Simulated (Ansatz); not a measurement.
Tetramethylsilane at its PBE0-D4/def2-TZVP geometry, where that method's forces vanish. Total charge 0; spin multiplicity 1.

```tsv
atom	x (Å)	y (Å)	z (Å)
C1	1.047	0.243	1.537
Si2	0.000	0.000	0.000
C3	0.581	-1.530	-0.917
C4	0.168	1.499	-1.115
C5	-1.797	-0.213	0.495
H6	0.970	-0.617	2.208
H7	0.731	1.129	2.095
H8	2.102	0.371	1.280
H9	-0.011	-1.696	-1.822
H10	0.492	-2.422	-0.293
H11	1.628	-1.436	-1.217
H12	-0.433	1.387	-2.021
H13	1.207	1.649	-1.421
H14	-0.163	2.409	-0.606
H15	-2.165	0.665	1.033
H16	-2.434	-0.357	-0.382
H17	-1.927	-1.081	1.147
```

**Question.** For each bond, give half the difference of the two atoms' forces along it (eV/Å; positive pushes the atoms apart) under PBE-D4, r2SCAN-D4, B3LYP-D4, ωB97M-V in def2-TZVPP. (Estimate.)

**Answer.** Ansatz gave: 
```tsv
bond	length (Å)	PBE-D4	r2SCAN-D4	B3LYP-D4	ωB97M-V
C1–H6	1.093	0.11	-0.01	-0.04	-0.04
C1–H7	1.093	0.11	-0.01	-0.04	-0.04
C1–H8	1.093	0.11	-0.01	-0.04	-0.04
Si2–C3	1.876	-0.02	-0.01	0.05	0.02
Si2–C4	1.876	-0.02	-0.01	0.05	0.02
Si2–C5	1.876	-0.02	-0.01	0.05	0.02
C3–H9	1.093	0.11	-0.01	-0.04	-0.04
C3–H10	1.093	0.11	-0.01	-0.04	-0.04
C3–H11	1.093	0.11	-0.01	-0.04	-0.04
C4–H12	1.093	0.11	-0.01	-0.04	-0.04
C4–H14	1.093	0.11	-0.01	-0.04	-0.04
C5–H15	1.093	0.11	-0.01	-0.04	-0.04
C5–H16	1.093	0.11	-0.01	-0.04	-0.04
C5–H17	1.093	0.11	-0.01	-0.04	-0.04
```

B3LYP here is the variant with VWN-RPA as its local correlation; programs differ in this.
